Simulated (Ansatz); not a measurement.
Run this with Ansatz's Python interface and show what comes out.

`states.py`:
```python
"""Restricted and unrestricted solutions of H3OSi, stretched and not."""

import ansatz as az
import numpy as np

BASIS = "def2-SVP"
XC = "pbe"

geometry_ang = [
    ("O", (-1.41661, 0.26785, 0.69021)),
    ("Si", (-0.06585, 0.00784, 0.01987)),
    ("H", (-0.12065, -0.2424, -1.44749)),
    ("H", (0.68589, -1.15926, 0.57293)),
    ("H", (0.91721, 1.12596, 0.16448)),
]
system = az.Crystal.molecule()
for symbol, xyz in geometry_ang:
    system = system.atom(symbol, xyz)
symbols = [site.symbol for site in system.cartesian_sites]

start = np.array([site.position_ang for site in system.cartesian_sites])
for factor in [1.0, 1.3]:
    xyz = (start - start.mean(axis=0)) * factor
    scaled = az.Crystal.molecule()
    for symbol, place in zip(symbols, xyz):
        scaled = scaled.atom(symbol, place.tolist())
    base = (
        scaled.calculation()
        .basis(gaussian=BASIS)
        .functional(XC)
        .spin("collinear", total=1)
    )
    for search in ("off", "standard"):
        try:
            data = base.scf(lower_state_search=search).run().report
        except az.AnsatzError as error:
            print(f"x{factor} search {search}: {type(error).__name__}")
            continue
        state = data["mean_field"]["state"]
        print(f"all distances x{factor}, search {search:8s} E = {data['free_energy_ev']:.5f} eV  <S^2> = {abs(state['spin_squared']):.3f}  other states met: {len(data['mean_field']['others'])}")
```

Running `python states.py` prints:
```text
all distances x1.0, search off      E = -9960.64671 eV  <S^2> = 0.754  other states met: 0
all distances x1.0, search standard E = -9960.64671 eV  <S^2> = 0.754  other states met: 3
all distances x1.3, search off      E = -9957.50541 eV  <S^2> = 0.758  other states met: 0
all distances x1.3, search standard E = -9957.50541 eV  <S^2> = 0.758  other states met: 3
```

Total energies depend on the basis set; only differences at equal settings carry meaning. The count of other states can hold repeated and symmetry-equivalent ends of the search; scaling all distances is a test, and for more than two atoms no physical path. The structure is a rough, unrelaxed start. The run takes the species as open-shell (spin multiplicity 2), which needn't be its ground state. The whole script took 11 s on 1 thread of Arm Neoverse V1 (shared host), peak memory 0.18 GiB.
